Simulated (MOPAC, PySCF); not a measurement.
System: AlCl3, singlet: umbrella (inversion) coordinate, bond length relaxed. Scanned: angle between the Al-Cl bonds and the threefold axis (90 = planar). Other coordinates (Al-Cl bond length) were minimised at B3LYP/def2-TZVP. Each profile is relative to its own lowest point.

```csv
a / °,A,B,C
90,0.0,0.0,0.0
93,0.7,0.6,0.8
96,2.9,2.4,3.3
99,6.6,5.5,7.4
102,11.8,9.7,13.3
105,18.6,15.4,20.9
108,27.0,22.3,30.3
111,37.1,30.8,41.8
114,49.1,40.8,55.4
117,63.4,52.4,71.5
120,80.1,66.0,90.5
123,99.9,81.5,113.0
126,123.4,99.3,139.6
129,151.4,119.7,171.5
132,184.9,143.7,209.7
```

Energies in mEh.

Q: Which curve belongs to which method? The methods are AM1, restricted, heats of formation (MOPAC); PySCF with CAM-B3LYP/cc-pVDZ; RHF/cc-pVDZ (PySCF 2.14.0).

A: A is CAM-B3LYP; B is AM1; C is RHF.
